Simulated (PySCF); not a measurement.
**Gas-phase XPS of 2,2-dimethylbutane, computed**

Compound: 2,2-dimethylbutane, C6H14.
Geometry (PBE0-D3(BJ)/def2-SVP, Å), atoms numbered from 1 in this order:
```xyz
20
C6H14 angstrom
C      2.0739   -0.6063    0.1119
C      0.9870    0.1062   -0.6787
C     -0.4202    0.1377   -0.0503
C     -1.3471    0.8962   -1.0033
C     -0.9583   -1.2824    0.1416
C     -0.3943    0.8618    1.2981
H      2.2312   -0.1501    1.1013
H      1.8405   -1.6704    0.2696
H      3.0349   -0.5607   -0.4225
H      1.3003    1.1493   -0.8629
H      0.9028   -0.3594   -1.6769
H     -0.9978    1.9297   -1.1582
H     -2.3733    0.9443   -0.6054
H     -1.3912    0.4057   -1.9889
H     -0.9637   -1.8369   -0.8108
H     -0.3554   -1.8554    0.8625
H     -1.9920   -1.2602    0.5219
H      0.2216    0.3287    2.0383
H      0.0100    1.8817    1.1933
H     -1.4103    0.9457    1.7156
```

Level of theory: delta-SCF UKS SCAN, pcX-2 on the ionised atom, pcseg-1 elsewhere, spin-free X2C (PySCF 2.14.0). Each binding energy is the total energy of the core-ionised species, with the hole localised on one atom, minus that of the ground state; both are solved self-consistently, so orbital relaxation is included.

Task: List the computed XPS lines with their assignment.

Result: 
| atom(s) | environment | level | binding energy (eV) | above the level's lowest (eV) | count |
| --- | --- | --- | --- | --- | --- |
| C3 | quaternary sp3 carbon | C 1s | 290.42 | +0.20 | 1 |
| C1 | methyl carbon | C 1s | 290.38 | +0.16 | 1 |
| C2 | chain CH2 carbon | C 1s | 290.23 | +0.01 | 1 |
| C4/C5/C6 | methyl carbon | C 1s | 290.22 | 0.00 | 3 |

The 4 C 1s values lie within 0.20 eV of each other; Gaussian lines of 0.5 eV full width would blend them into one maximum.

Task: Which photon energy gives electrons from C 1s of C1 a kinetic energy of 150 eV, and what is their de Broglie wavelength?

Result: hν = 290.38 + 150 = 440.38 eV, recoil neglected; λ = 12.264 Å/√(E/eV) = 1.00 Å.

Task: Express the binding energy of C 1s of C1 in atomic units and per mole.

Result: 290.38 eV = 10.6713 Eh = 28017 kJ/mol.

Topologically equivalent atoms share the value of their first member; where this conformer doesn't relate them by symmetry, their own values could differ. Isolated species at its PBE0-D3(BJ)/def2-SVP geometry, gas phase.
